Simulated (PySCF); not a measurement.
P2H4: core ionisation energies

P₂H₄.
Atom-mapped SMILES: `[PH2:1][PH2:2]`

Computed with delta-SCF UKS SCAN, pcX-2 on the ionised atom, pcseg-1 elsewhere, spin-free X2C (PySCF 2.14.0). Each binding energy is the total energy of the core-ionised species, with the hole localised on one atom, minus that of the ground state; both are solved self-consistently, so orbital relaxation is included.

What binding energy does each computed site have?

```
atom(s)  bonded to    level  binding energy (eV)  2p1/2 (eV)  count
  P1/P2  2 H and P  P 2p3/2               136.66      137.55      2
  P1/P2  2 H and P     P 1s              2150.17           –      2
```

Express the binding energy of P 1s of P1/P2 in atomic units and per mole.

2150.17 eV = 79.0173 Eh = 207460 kJ/mol.

Atoms equivalent by their bonding share one computed value, that of the first of them. For 2p shells one spin-free hole was relaxed; a mean-field spin–orbit operator and the ground-state splitting of the three 2p orbitals were then diagonalised within the shell. The shell's mean is (2 × 2p3/2 + 2p1/2)/3, and the degeneracies 2j + 1 give areas of 2:1. 2p1/2 minus 2p3/2 (ligand field included): P 0.89 eV. Isolated species at its GFN2-xTB geometry (one conformer only).

Hardware: one thread, Arm Neoverse V1, on a shared host. Cost: 3.5 s of wall time.

Shape of the structure used: `[PH2:1][PH2:2]`: H–P1–P2–H 180°, H–P1–P2–H 87°.
